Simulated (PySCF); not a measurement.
Compound: C₄H₅NS.
Bonds: N1–C2, C2–C3 (aromatic), C3–C4 (aromatic), C4–C5 (aromatic), C5–S6 (aromatic), C2–S6 (aromatic). Hydrogens: H7, H8 on N1; H9 on C3; H10 on C4; H11 on C5.

Torsions of this conformer, `[NH2:1][c:2]1[cH:3][cH:4][cH:5][s:6]1`: H–N1–C2–C3 -22°, H–N1–C2–C3 -153°.

The closed-shell ground state was solved at several levels (PySCF, density fitting, gas phase, non-relativistic). Geometry: PBE0-D3(BJ)/def2-SVP; no solvent, vibrations or thermal averaging.

```
             level  basis functions  HOMO (eV)  LUMO (eV)  gap (eV)  dipole (D)
    B3LYP/pcSseg-2              293      -5.49      -0.28      5.21        1.71
 mPW1PW91/pcSseg-2              293      -5.71      -0.06      5.65        1.73
BHandHLYP/pcSseg-2              293      -6.57       0.75      7.32        1.67
      PBE0/cc-pVTZ              254      -5.60       0.13      5.73        1.75
     PBE0/pcSseg-0               68      -5.72       0.17      5.89        2.07
    PBE0/def2-TZVP              222      -5.64       0.06      5.70        1.75
```

Q: What might OPBE/pcSseg-2 (293 basis functions) give for the same quantities?

A: HOMO -4.63 eV, LUMO -0.79 eV, gap 3.84 eV, dipole 1.81 D.

Q: Over all these levels, which gives the widest orbital gap and which the narrowest?

A: BHandHLYP/pcSseg-2 (global hybrid, 50 % exact exchange) has the widest, 7.32 eV, and OPBE/pcSseg-2 (GGA) the narrowest, 3.84 eV. The two share the basis. From the narrowest to the widest the HOMO moves by -1.94 eV and the LUMO by +1.54 eV.

Q: How much does the basis alone move the frontier levels among the 3 PBE0 rows?

A: The HOMO by 0.12 eV and the LUMO by 0.11 eV. By rising basis size (HOMO, LUMO in eV): pcSseg-0 -5.72, 0.17; def2-TZVP -5.64, 0.06; cc-pVTZ -5.60, 0.13.

Q: In the pcSseg-2 basis, how does the gap go with the fixed share of exact exchange?

A: OPBE (0 %) 3.84 eV; B3LYP (20 %) 5.21 eV; mPW1PW91 (25 %) 5.65 eV; BHandHLYP (50 %) 7.32 eV. Each rise in the share widens the gap here.

Q: How far do the dipole and the HOMO energy spread over the levels?

A: The dipole runs from 1.67 to 2.07 D (mean 1.78 D) and the HOMO from -6.57 to -4.63 eV.
